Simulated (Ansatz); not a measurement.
## How far each method lies from full CI for HAlB, doublet

Geometry: a point of a stretch scan, not a stationary point.

```yaml
atoms:
  - { symbol: B, position_ang: [0.0000, -0.1279, 1.5256] }
  - { symbol: Al, position_ang: [0.0000, 0.1077, -0.5377] }
  - { symbol: H, position_ang: [0.0000, -1.5111, -1.9693] }
```

Basis 6-31G; Ansatz 0.2.0. Only valence electrons are correlated (noble-gas cores frozen), which leaves 7 electrons in 18 orbitals. R marks a restricted (for open shells ROHF) determinant, U an unrestricted one. Active spaces: pair = (3e, 3o) about the gap; valence = (7e, 9o) chosen from the atoms' valence shells.

Full CI is exact within this basis and frozen core; it isn't the basis-set limit. The frozen core follows each run's orbitals, which can shift R against U totals by a few meV.

Unrestricted rows (U) aren't spin-pure: their determinants' ⟨S²⟩ exceeds S(S+1) by up to 0.96, so they mix in states of higher spin. HF rows: RHF is the lowest solution found, UHF is the lowest solution found. Coupled cluster chose its determinant by a search with trial CCSD, here up to 0.22 eV above the lowest Hartree–Fock solution of its kind, and MP2 stands on that determinant too.

* UHF ⟨S²⟩: 1.705
* T1 diagnostic (RCCSD): 0.0745
* largest doubles amplitude (RCCSD): 0.195
* T1 diagnostic (UCCSD): 0.0877

| level | E − E(full CI) (meV) | share of correlation (%) | wall time |
| --- | --- | --- | --- |
| RHF† | 3538 | – | – |
| UHF | 2610 | 30.58 | – |
| RMP2 | 1470 | 60.90 | – |
| UMP2 | 1279 | 65.98 | – |
| RCCSD | 250 | 93.36 | – |
| UCCSD | 253 | 93.27 | – |
| RCCSD(T) | 77 | 97.95 | 2 s |
| UCCSD(T) | 142 | 96.21 | 2.5 s |
| BCCD(T) | 107 | 97.16 | 2.2 s |
| RCCSDT | 21 | 99.45 | – |
| UCCSDT | 25 | 99.34 | – |
| RCCSDT(Q) | 4 | 99.88 | 4.5 s |
| UCCSDT(Q) | 3 | 99.91 | 5.5 s |
| RCCSDTQ | 1 | 99.96 | 27 s |
| UCCSDTQ | 2 | 99.94 | 42 s |
| CASSCF (valence space) | 569 | 84.88 | – |
| NEVPT2 (valence space) | 167 | 95.56 | 2.6 s |
| MRCISD (valence space) | 17 | 99.56 | – |
| MRCISD+Q (valence space) | 6 | 99.84 | 3.8 s |

A dagger marks rows that describe another state than the reference (another or a broken symmetry, a higher spin or other natural occupations), so the difference holds a gap between states beside the method's error.

The correlation energy at full CI, counted from the determinant under the R cluster runs, is -3.760 eV. That run took 38 s on 1 thread of Arm Neoverse V2, shared host over 1,247,040 determinants.

Run but not shown, since their state, orbitals or frozen core can't be matched to the reference's or they repeat it: CISD, CISDTQ, CASSCF (pair space), NEVPT2 (pair space), MRCISD (pair space), MRCISD+Q (pair space).

Times hold each run's SCF and search for its determinant on a shared host, so for small cases they say little of a method's own cost; they ran on 1 thread of Arm Neoverse V2.

The full-CI state has the irrep A'' of Cs, in the program's axes.

Natural occupations of full CI about the gap: 1.944 1.891 1.696 0.963 0.250 0.108 0.061 0.041 0.022 0.006; effectively unpaired electrons, Σ n²(2−n)², 1.57.
